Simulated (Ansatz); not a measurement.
# ClF (singlet): wave-function methods side by side, cc-pV(Q+d)Z

How much of the correlation energy of ClF (singlet) does each wave-function method recover here?

Method: cc-pV(Q+d)Z, core rule «outside noble gas», up to 6 orbitals frozen; program: Ansatz 0.2.0, Gaussian basis.

To be run: UHF; CCSD(T) on RHF; BCCD(T) on RHF; CISD; CCSDT(Q) on RHF; CASSCF and NEVPT2, 14 electrons in 8 orbitals.

9 further runs of the same task are left out: 9 set aside as unsound or not needed.

### 1 What is computed

The geometry is an MP2(full)/6-31G* stationary point (not a proven minimum).

2 atoms, charge 0, spin multiplicity 1.

Atoms are counted from 1 here; the program's logs count them from 0.

Bond lengths: F1–Cl2 1.659 Å.

### 2 UHF

The input, in.yaml:

```yaml
crystal:
  periodic: [false, false, false]
  atoms:
    - {symbol: F, position_ang: [0.000000, 0.000000, 0.000000]}
    - {symbol: Cl, position_ang: [0.000000, 0.000000, 1.659096]}
basis:
  gaussian: {orbitals: "cc-pV(Q+d)Z.json"}
magnetization: {spin_polarized: true, initial_magnetization: 0}
hamiltonian: {xc: hf}
output: {orbitals: {seedname: orbitals}}
```

On the command line:

```sh
ansatz run in.yaml --threads 1 --pin off --events-out ev --progress --plain --max-ram 4096MiB --backend cpu
```

Further steps of the session: CCSD(T) on RHF; BCCD(T) on RHF; CISD; CCSDT(Q) on RHF; CASSCF and NEVPT2, 14 electrons in 8 orbitals.

Before running them: what should the planned runs give, taken together? Wanted: RCCSDT(Q) below the RHF energy; RMP2 from RCCSDT(Q); RCCSD from RCCSDT(Q); RCCSD(T) from RCCSDT(Q); NEVPT2 valence from RCCSDT(Q); T1 diagnostic; effectively unpaired electrons.

As calculated:

| quantity | value |
| --- | --- |
| RCCSDT(Q) below the RHF energy | -14.3545 eV |
| RMP2 from RCCSDT(Q) | +1000.3 meV |
| RCCSD from RCCSDT(Q) | +600.5 meV |
| RCCSD(T) from RCCSDT(Q) | +46.9 meV |
| NEVPT2 valence from RCCSDT(Q) | +2225.3 meV |
| levels within 1 kcal/mol (43 meV) | RCCSDT |
| T1 diagnostic | 0.012 |
| effectively unpaired electrons | 0.03 |

**Reading.** RCCSD(T) lands +46.9 meV from the yardstick (0.3 % of the correlation energy). One determinant dominates. These misses are within one basis, not against nature.
